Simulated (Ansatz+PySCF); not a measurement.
The numbers below are computed, except where a source is named.
## Several solutions for triplet SO

```yaml
atoms:
  - { symbol: S, position_ang: [0.0000, 0.0000, -0.5407] }
  - { symbol: O, position_ang: [0.0000, 0.0000, 1.0814] }
```

Basis set: def2-SVP (spherical functions). Charge 0, multiplicity 3.

UHF was run from several starts with Ansatz (development build ahead of 0.2.0) and PySCF 2.14.0.

| run | program | start | converged | energy (hartree) | <S²> |
| --- | --- | --- | --- | --- | --- |
| A | Ansatz | atomic start, no search | yes | -472.13497 | 2.03 |
| B | Ansatz | search for the lowest state | yes | -472.13497 | 2.03 |
| C | PySCF | guess atom, instabilities followed | yes | -472.13498 | 2.03 |
| D | PySCF | guess 1e, instabilities followed | yes | -472.13498 | 2.03 |
| E | PySCF | guess huckel, instabilities followed | yes | -472.13498 | 2.03 |
| F | PySCF | guess minao, instabilities followed | yes | -472.13498 | 2.03 |
| G | Ansatz | stability test followed | yes | -472.13497 | 2.03 |
| H | PySCF | program defaults | yes | -472.13064 | 2.04 |

(1) Which runs reached the lowest solution of this kind, and what is wrong with the others?

Results:

(1) A, B, C, D, E, F, G reached the lowest solution found. Converged but too high: H by 0.12 eV. Convergence only shows a stationary point, and even a stable one can lie too high; stability tests and further starts are what find lower ones. Caution: the determinant may break the point group.
